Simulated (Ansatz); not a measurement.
# doublet [PO2]2+: levels of theory compared

Aim: a comparison of 5 runs (UB2PLYP/STO-3G, UB3LYP/STO-3G, USVWN5/STO-3G, UMP2/STO-3G, UCCSD/STO-3G) of doublet [PO2]2+. 

The calculation is run with Ansatz 0.2.0.

20 further runs of the same task are left out: 18 that didn't finish, 2 set aside as unsound or not needed.

### 1 The system as given

[PO2]2+: 3 atoms, total charge +2, spin state doublet. SMILES of the parent species: `O=[P+]=O`. Geometry: relaxed at GFN2-xTB. That shape belongs to the parent species and isn't relaxed for this state.

Bond lengths: O1–P2 1.407 Å, P2–O3 1.408 Å. Angles: O1–P2–O3 179.9°.

### 2 A single-point energy at UB2PLYP/STO-3G (run 1)

molecule.yaml reads:

```yaml
crystal:
  periodic: [false, false, false]
  atoms:
    - {symbol: O, position_ang: [0.792290, 1.025900, 0.548180]}
    - {symbol: P, position_ang: [0.000230, -0.000210, 0.000340]}
    - {symbol: O, position_ang: [-0.792520, -1.025690, -0.548520]}
basis:
  gaussian:
    orbitals: STO-3G
magnetization:
  spin_polarized: true
  initial_magnetization: 1
total_charge: 2
correlation:
  frozen_orbitals: {O: 1, P: 5}
accuracy: high
hamiltonian:
  xc: {name: B2PLYP}
```

On the command line:

```console
$ ansatz run molecule.yaml --threads 1 --pin off --max-ram 2610MiB --events-out events.jsonl --progress --plain --runs-dir runs
```

What it wrote:

```text
Warning: RAYON_NUM_THREADS=1 ignored (pool sized by the plan → 1); use --threads N
Functional definition: B2PLYP
  name "B2PLYP"
  parameter a = 0.53
  parameter c = 0.27
  exchange = (1 - a)*b88_x + a*exact_x
  correlation = (1 - c)*lyp_c + c*(mp2_os + mp2_ss)
326 factors; integrals over basis functions are off by at most 2.2e-8 eV
mean field evaluation 1: about -13167.7505 eV, gradient 3.8e1 eV
mean field evaluation 2: about -13167.7597 eV, gradient 3.8e1 eV
mean field evaluation 4: about -13178.9967 eV, gradient 2.1e0 eV
mean field evaluation 8: about -13179.1374 eV, gradient 6.7e-2 eV
mean field evaluation 16: about -13179.1347 eV, gradient 2.6e-5 eV
mean field evaluation 32: about -13179.1347 eV, gradient 2.6e-8 eV
mean field evaluation 64: about -13179.1347 eV, gradient 1.0e-7 eV
mean field evaluation 96: about -13179.1073 eV, gradient 4.2e-1 eV
mean field evaluation 128: about -13179.1347 eV, gradient 4.9e-2 eV
mean field -13179.13472245 eV, -484.3242679118 hartree, gradient 8.6e-9 eV, S^2 0.934542; 3 other end points of the search recorded, 0 dependent functions left out
7 core orbitals not correlated: weight in the atoms' cores, before any rotation towards them, 1.000 or more for the frozen orbitals, at most 0.000 for the correlated occupied ones
reference -13179.13473418 eV, -484.3242683426 hartree; 8, 7 occupied and 4, 5 virtual orbitals, 326 factors
second order -7.48294017 eV of doubles, -0.00000000 eV of singles
Total energy: -13181.15512802 eV, -484.3985164470 hartree
```

Wall time 66 s (1 thread of Arm Neoverse V1, shared host); peak memory 0.13 GiB.

### 3 The energy at UB3LYP/STO-3G (run 2)

in.yaml reads:

```yaml
basis:
  gaussian: {orbitals: STO-3G}
crystal:
  periodic: [false, false, false]
  atoms:
    - {symbol: O, position_ang: [0.792290, 1.025900, 0.548180]}
    - {symbol: P, position_ang: [0.000230, -0.000210, 0.000340]}
    - {symbol: O, position_ang: [-0.792520, -1.025690, -0.548520]}
total_charge: 2
magnetization: {spin_polarized: true, initial_magnetization: 1}
hamiltonian: {xc: {name: B3LYP}}
accuracy: high
```

On the command line:

```console
$ ansatz run in.yaml --threads 1 --pin off --max-ram 2610MiB --events-out events.jsonl --progress --plain --runs-dir runs
```

What it wrote, shortened:

```text
Warning: RAYON_NUM_THREADS=1 ignored (pool sized by the plan → 1); use --threads N
Functional definition: B3LYP
  name "B3LYP"
[...]
326 factors; integrals over basis functions are off by at most 2.2e-8 eV
[...]
mean field -13188.86679588 eV, -484.6819150135 hartree, gradient 5.5e-10 eV, S^2 0.809758; 5 other end points of the search recorded, 0 dependent functions left out
reference -13188.86681402 eV, -484.6819156802 hartree; 15, 14 occupied and 4, 5 virtual orbitals, 326 factors
Total energy: -13188.86681402 eV, -484.6819156802 hartree
```

It took 58 s on 1 thread of Arm Neoverse V1, shared host; peak memory 0.12 GiB.

Runs 3 to 4 aren't shown in full; the table further down has their settings and results.

### 4 A single-point energy at UCCSD/STO-3G (run 5)

input.yaml reads:

```yaml
basis:
  gaussian: {orbitals: STO-3G}
crystal:
  periodic: [false, false, false]
  atoms:
    - {symbol: O, position_ang: [0.792290, 1.025900, 0.548180]}
    - {symbol: P, position_ang: [0.000230, -0.000210, 0.000340]}
    - {symbol: O, position_ang: [-0.792520, -1.025690, -0.548520]}
total_charge: 2
magnetization: {spin_polarized: true, initial_magnetization: 1}
correlation: {method: ccsd, frozen_orbitals: {O: 1, P: 5}}
accuracy: high
scf: {omitted_lower_state_checks: [cluster_reference, increment]}
```

On the command line:

```console
$ ansatz run input.yaml --threads 1 --pin off --max-ram 2610MiB --events-out events.jsonl --progress --plain --runs-dir runs
```

What it wrote:

```text
Warning: RAYON_NUM_THREADS=1 ignored (pool sized by the plan → 1); use --threads N
[... 14 lines left out ...]
7 core orbitals not correlated: weight in the atoms' cores, before any rotation towards them, 1.000 or more for the frozen orbitals, at most 0.000 for the correlated occupied ones
[... 34 lines left out ...]
Total energy: -13162.37215722 eV, -483.7082550017 hartree
Checks for a lower state left out: cluster_reference, increment
```

Wall time 0.64 s (1 thread of Arm Neoverse V1, shared host).

### 5 The series

| run | level | frozen core orbitals | energy (Eh) | ⟨S²⟩ | wall time |
| --- | --- | --- | --- | --- | --- |
| 1 | UB2PLYP/STO-3G | 7 | -484.398516 | 0.935 | 66 s |
| 2 | UB3LYP/STO-3G | – | -484.681916 | 0.810 | 58 s |
| 3 | USVWN5/STO-3G | – | -482.348510 | 0.763 | 4.2 s |
| 4 | UMP2/STO-3G | 7 | -483.659732 | 1.175 | 0.42 s |
| 5 | UCCSD/STO-3G | 7 | -483.708255 | 1.175 | 0.64 s |

### 6 Results

| quantity | value |
| --- | --- |
| run 5: total energy | -483.70826 Eh |
| run 5: correlation energy (7 core orbitals frozen) | -189.8 mEh |
| run 5: ⟨S²⟩ of the reference determinant | 1.175 |
| run 5: T1 diagnostic | 0.064 |

Totals of different functionals can't be ranked against each other. In runs 1, 2, 3, 4, 5 the basis is minimal, so the values are rough. Spin contamination of the reference: run 4 ⟨S²⟩ = 1.18, run 5 ⟨S²⟩ = 1.18, run 1 ⟨S²⟩ = 0.93. All runs together took 2.1 min, the longest 66 s.
